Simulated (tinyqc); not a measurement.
UHF in the sto-3g basis, for BH2, spin multiplicity 2, step by step. One step of it, computed by the program tinyqc.

Question. Iteration 61 (converged): orbitals. Diagonalise F' = X^T F X, C = X C', fill 4 alpha and 3 beta electrons from the bottom; D(s) = C_occ C_occ^T. Each column has its largest component positive (the first on a tie).

converged F(alpha) (hartree), lower triangle:
```
            1B 1s      1B 2s     1B 2px     1B 2py     1B 2pz      2H 1s      3H 1s
1B 1s   -7.368036
1B 2s   -2.172908  -1.138380
1B 2px  -0.000010   0.000086   0.237779
1B 2py   0.000000   0.000000   0.000000  -0.259940
1B 2pz  -0.006397   0.008226  -0.000288   0.000000  -0.240643
2H 1s   -0.651874  -0.628924  -0.000033  -0.364130  -0.181745  -0.451037
3H 1s   -0.651874  -0.628924  -0.000033   0.364130  -0.181745  -0.182154  -0.451037
```

converged F(beta) (hartree), lower triangle:
```
            1B 1s      1B 2s     1B 2px     1B 2py     1B 2pz      2H 1s      3H 1s
1B 1s   -7.338124
1B 2s   -2.151099  -0.948006
1B 2px  -0.000011  -0.000076   0.289841
1B 2py   0.000000   0.000000   0.000000  -0.201640
1B 2pz  -0.006565  -0.222057   0.000026   0.000000   0.256049
2H 1s   -0.644103  -0.600394  -0.000031  -0.356968  -0.177647  -0.445615
3H 1s   -0.644103  -0.600394  -0.000031   0.356968  -0.177647  -0.171388  -0.445615
```

X:
```
                1          2          3         4          5          6         7
1B 1s   -0.299818   0.000000   0.811310  0.000000  -0.557032   0.000000  0.192611
1B 2s    1.383486   0.000000  -0.291177  0.000000  -0.234780   0.000000  0.451860
1B 2px   0.000000   0.000000   0.000000  1.000000   0.000000   0.000000  0.000000
1B 2py   0.000000   1.265382   0.000000  0.000000   0.000000   0.583466  0.000000
1B 2pz   0.544030   0.000000   0.588318  0.000000   0.728119   0.000000  0.168652
2H 1s   -0.931180  -0.977923  -0.175059  0.000000   0.127962   0.377488  0.353930
3H 1s   -0.931180   0.977923  -0.175059  0.000000   0.127962  -0.377488  0.353930
```

Give: F' = X^T F X; orbital energies; coefficients C; F' = X^T F X; orbital energies; coefficients C; D(alpha) after iteration 61; D(beta) after iteration 61.

Answer.

F' = X^T F X (alpha) (hartree), lower triangle:
```
         1       2        3        4        5        6        7
1   0.6878
2   0.0000  0.8719
3   0.4563  0.0000  -3.7338
4   0.0000  0.0000  -0.0002   0.2378
5  -0.1758  0.0000   2.9858  -0.0002  -2.8695
6   0.0000  0.0743   0.0000   0.0000   0.0000  -0.4859
7   0.1007  0.0000  -1.7878   0.0000   1.6268   0.0000  -1.6721
```

orbital energies (alpha) (hartree): MO1 -7.3740, MO2 -0.6609, MO3 -0.4900, MO4 -0.2985, MO5 0.2378, MO6 0.7458, MO7 0.8759

coefficients C (alpha):
```
            MO1      MO2      MO3      MO4      MO5      MO6      MO7
1B 1s    0.9908  -0.2418   0.0000   0.1042  -0.0001  -0.2111   0.0000
1B 2s    0.0368   0.6163   0.0000  -0.4718   0.0003   1.2862   0.0000
1B 2px   0.0000   0.0000   0.0000   0.0006   1.0000   0.0000   0.0000
1B 2py   0.0000   0.0000   0.5137   0.0000   0.0000   0.0000   1.2953
1B 2pz   0.0037   0.0411   0.0000   0.8623  -0.0005   0.6748   0.0000
2H 1s   -0.0070   0.3267   0.4302   0.1950  -0.0001  -0.9458  -0.9559
3H 1s   -0.0070   0.3267  -0.4302   0.1950  -0.0001  -0.9458   0.9559
```

F' = X^T F X (beta) (hartree), lower triangle:
```
         1       2        3        4        5        6        7
1   0.7186
2   0.0000  0.9195
3   0.3974  0.0000  -3.4569
4   0.0000  0.0000   0.0000   0.2898
5  -0.2324  0.0000   3.2802   0.0000  -2.5054
6   0.0000  0.1199   0.0000   0.0000   0.0000  -0.4613
7   0.1452  0.0000  -1.8091  -0.0001   1.5909   0.0000  -1.6239
```

orbital energies (beta) (hartree): MO1 -7.3432, MO2 -0.6061, MO3 -0.4716, MO4 0.2898, MO5 0.3175, MO6 0.7641, MO7 0.9299

coefficients C (beta):
```
            MO1      MO2      MO3      MO4      MO5      MO6      MO7
1B 1s    0.9917  -0.2137   0.0000  -0.0003   0.1486  -0.2107   0.0000
1B 2s    0.0335   0.4953   0.0000   0.0013  -0.6138   1.2786   0.0000
1B 2px   0.0000   0.0001   0.0000   1.0000   0.0020   0.0000   0.0000
1B 2py   0.0000   0.0000   0.4726   0.0000   0.0000   0.0000   1.3108
1B 2pz   0.0043   0.1651   0.0000  -0.0016   0.8186   0.7094   0.0000
2H 1s   -0.0065   0.3796   0.4601  -0.0004   0.1719  -0.9304  -0.9419
3H 1s   -0.0065   0.3796  -0.4601  -0.0004   0.1719  -0.9304   0.9419
```

D(alpha) after iteration 61, lower triangle:
```
          1B 1s    1B 2s  1B 2px   1B 2py  1B 2pz    2H 1s   3H 1s
1B 1s    1.0509
1B 2s   -0.1617   0.6038
1B 2px   0.0001  -0.0003  0.0000
1B 2py   0.0000   0.0000  0.0000   0.2639
1B 2pz   0.0836  -0.3814  0.0005   0.0000  0.7453
2H 1s   -0.0656   0.1091  0.0001   0.2210  0.1816   0.3299
3H 1s   -0.0656   0.1091  0.0001  -0.2210  0.1816  -0.0402  0.3299
```

D(beta) after iteration 61, lower triangle:
```
          1B 1s   1B 2s  1B 2px   1B 2py  1B 2pz    2H 1s   3H 1s
1B 1s    1.0290
1B 2s   -0.0726  0.2465
1B 2px   0.0000  0.0000  0.0000
1B 2py   0.0000  0.0000  0.0000   0.2234
1B 2pz  -0.0310  0.0819  0.0000   0.0000  0.0273
2H 1s   -0.0876  0.1878  0.0000   0.2174  0.0627   0.3558
3H 1s   -0.0876  0.1878  0.0000  -0.2174  0.0627  -0.0676  0.3558
```
